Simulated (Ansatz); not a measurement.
Input file:

```yaml
crystal:
  periodic: [false, false, false]
  atoms:
    - {symbol: Ti, position_ang: [0.000000, 0.000000, -0.625607]}
    - {symbol: N, position_ang: [0.000000, 0.000000, 1.791593]}
    - {symbol: H, position_ang: [0.000000, 0.819700, 2.406693]}
    - {symbol: H, position_ang: [0.000000, -0.819700, 2.406693]}
basis:
  gaussian: {orbitals: def2-SVP}
total_charge: 1
magnetization: {spin_polarized: false, initial_magnetization: 6}
correlation: {method: ccsdt_q, electrons: outside_noble_gas}
```

```sh
$ ansatz run in.yaml --threads 1 --pin off --events-out ev --progress --plain --max-ram 2393MiB
```

(1) Roughly how long does this take on 1 thread of Arm Neoverse V2, shared host, and how much host memory?

```
1064 factors; integrals over basis functions are off by at most 1.3e-7 eV
mean field evaluation 1: about -24579.8881 eV, gradient 1.8e1 eV
mean field evaluation 2: about -24579.9708 eV, gradient 1.8e1 eV
mean field evaluation 4: about -24580.4416 eV, gradient 1.3e1 eV
mean field evaluation 8: about -24581.4909 eV, gradient 1.7e0 eV
mean field evaluation 16: about -24581.5313 eV, gradient 9.9e-5 eV
mean field evaluation 32: about -24581.5283 eV, gradient 2.0e-1 eV
mean field evaluation 64: about -24581.5313 eV, gradient 1.7e-6 eV
mean field evaluation 96: about -24581.0852 eV, gradient 6.1e-1 eV
mean field evaluation 128: about -24581.4760 eV, gradient 3.1e-1 eV
mean field evaluation 160: about -24581.5242 eV, gradient 1.4e0 eV
...
cycle  20  -4.47205739 eV  change    6.7e-7 eV  update   8.2e-6
cycle  21  -4.47206065 eV  change   -3.3e-6 eV  update   6.6e-6
cycle  22  -4.47206292 eV  change   -2.3e-6 eV  update   5.7e-6
cycle  23  -4.47206151 eV  change    1.4e-6 eV  update   5.0e-6
cycle  24  -4.47205755 eV  change    4.0e-6 eV  update   4.4e-6
cycle  25  -4.47205568 eV  change    1.9e-6 eV  update   3.7e-6
cycle  26  -4.47205736 eV  change   -1.7e-6 eV  update   2.9e-6
cycle  27  -4.47205945 eV  change   -2.1e-6 eV  update   2.2e-6
cycle  28  -4.47205962 eV  change   -1.7e-7 eV  update   1.5e-6
cycle  29  -4.47205894 eV  change    6.9e-7 eV  update   1.2e-6
perturbative correction -0.00321064 eV, -0.0001179890 hartree
Total energy: -24586.00661024 eV, -903.5190779324 hartree
```

Results:

(1) 90 s wall and 0.56 GiB.
